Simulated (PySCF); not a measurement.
# MgH with other numerical set-ups

Aim: see how much the energy and properties of MgH depend on the numerical set-up.

Computed with PySCF 2.14.0. Level: method and basis as typed in the scripts.

3 further runs of the same task are left out: 3 that didn't finish.

## Step 1: The system as given

MgH: 2 atoms, charge 0, spin multiplicity 2.

Bond lengths: Mg1–H2 1.926 Å.

## Step 2: Base script

Input file input.py:

```python
from pyscf import gto, dft, tdscf

mol = gto.M(
    atom='Mg 0 0 0; H 0 0 1.926',
    basis='cc-pvdz-dk',
    charge=0,
    spin=1,
    symmetry=True,
    verbose=4,
)
mf = dft.UKS(mol, xc='m06')
mf = mf.sfx2c1e()
mf.kernel()
td = tdscf.TDDFT(mf)
td.nstates = 4
td.kernel()
td.analyze()
mf.dip_moment()
print('orbital energies (hartree):', [e[max(0, n-3):n+3].round(4) for e, n in zip(mf.mo_energy, mol.nelec)])
```

Started as:

```console
> OMP_NUM_THREADS=1 python input.py
```

The log of this run is left out.

It gives: E(SCF) = -200.906968 Eh, 9 cycles, ⟨S²⟩ = 0.753, μ = 1.38 D, excitations 2.53, 2.53, 3.29, 4.86 eV.

The bond length is a typed value, not an optimised one.

## Step 3: Integration grid (50, 194)

Variant 1 changes integration grid: default → (50, 194).

Input file input.py:

```python
from pyscf import gto, dft, tdscf

mol = gto.M(
    atom='Mg 0 0 0; H 0 0 1.926',
    basis='cc-pvdz-dk',
    charge=0,
    spin=1,
    symmetry=True,
    verbose=4,
)
mf = dft.UKS(mol, xc='m06')
mf = mf.sfx2c1e()
mf.grids.atom_grid = (50, 194)
mf.kernel()
td = tdscf.TDDFT(mf)
td.nstates = 4
td.kernel()
td.analyze()
mf.dip_moment()
print('orbital energies (hartree):', [e[max(0, n-3):n+3].round(4) for e, n in zip(mf.mo_energy, mol.nelec)])
```

Started as:

```console
> OMP_NUM_THREADS=1 python input.py
```

## Step 4: Def2-svpd (X2C off)

Variant 2 changes basis set: cc-pvdz-dk → def2-svpd; spin-free X2C: on → off.

Edit input.py of step 2 so:

```diff
@@ -4,3 +4,3 @@
     atom='Mg 0 0 0; H 0 0 1.926',
-    basis='cc-pvdz-dk',
+    basis='def2-svpd',
     charge=0,
@@ -11,3 +11,2 @@
 mf = dft.UKS(mol, xc='m06')
-mf = mf.sfx2c1e()
 mf.kernel()
```

Q: Predict the outcome of this session. Wanted: for each run, E(SCF); from base; gap, α spin; SCF dipole; after the SCF.

As calculated:

| run | E(SCF) (hartree) | from base (eV) | cycles | gap, α spin (eV) | SCF dipole (D) | functions | after the SCF |
| --- | --- | --- | --- | --- | --- | --- | --- |
| base | -200.906968 | 0 | 9 | 3.68 | 1.38 | 23 | lowest root found 2.53 eV |
| integration grid (50, 194) | -200.906958 | +0.0003 | 9 | 3.68 | 1.38 | 23 | lowest root found 2.53 eV |
| def2-svpd (X2C off) | -200.524386 | not comparable | 9 | 3.44 | 1.44 | 29 | lowest root found 2.43 eV |

Total energies from different bases, Hamiltonians or methods carry different errors, so properties are taken as differences within one set-up.
